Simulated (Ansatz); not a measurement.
Relative stability

The two ends of one reaction step of CH₅ClSi, singlet (PBE0-D4/def2-TZVP).

A:

```
8
angstrom
Si -0.4752 0.7031 -0.0812
C 0.4516 -0.9042 -0.0048
H -0.5372 1.2311 -1.4659
H -1.8502 0.5651 0.4579
Cl 0.4917 2.1159 1.0682
H 1.4680 -0.7833 -0.3850
H -0.0568 -1.6585 -0.6118
H 0.5080 -1.2693 1.0227
```

B:

```xyz
8
angstrom
Si -1.0490 1.7259 0.0220
C 0.5411 -0.9270 -0.4785
H 0.1521 -0.0906 -1.0763
H -1.8234 0.6445 0.7723
Cl 0.1590 2.2464 1.6401
H 1.5608 -1.1170 -0.8114
H -0.0862 -1.7999 -0.6512
H 0.5457 -0.6823 0.5830
```

Program: Ansatz 0.2.0. Basis: def2-TZVPP. Cores are frozen in the correlated methods. B3LYP uses VWN-RPA correlation.

Task: Which structure is lower at CCSD(T), and by how much? (An estimate is asked for; the value comes from the calculation.)

Result: Computed: A, by 186.8 kJ/mol (electronic energy, against the other). By their contacts, A is CH₅ClSi ([CH3][SiH2][Cl]) and B is a complex of SiHCl ([SiH][Cl]) + CH₄.

All methods give the same order:

```tsv
method	E(B) − E(A) (kJ/mol)
SPW92	194.0
PBE-D4	177.2
BLYP-D4	161.8
r2SCAN-D4	200.8
B97M-V	183.9
PBE0-D4	193.6
B3LYP-D4	177.2
r2SCAN0-D4	206.8
BHLYP-D4	193.3
CAM-B3LYP-D4	190.0
wB97X-V	200.6
wB97M-V	183.0
B2PLYP	186.6
PBE-QIDH	207.6
RPA on PBE	175.0
HF	196.7
MP2	202.9
CCSD	188.1
CCSD(T)	186.8
```

The T1 diagnostic stays at or below 0.012. The restricted Hartree–Fock reference is unstable towards an unrestricted one at one or more of these structures.

Labels in which every atom is bracketed show which atoms are joined, not bond orders.

For scale, one of the runs: CCSD(T)/def2-TZVPP, 185 basis functions, launched by `ansatz run in.yaml --threads 2 --pin off --events-out ev --progress --plain --max-ram 4352MiB`. Hardware: 2 CPU threads of an Arm Neoverse V1, shared host. Wall time 34 s; peak host memory 1.7 GiB.
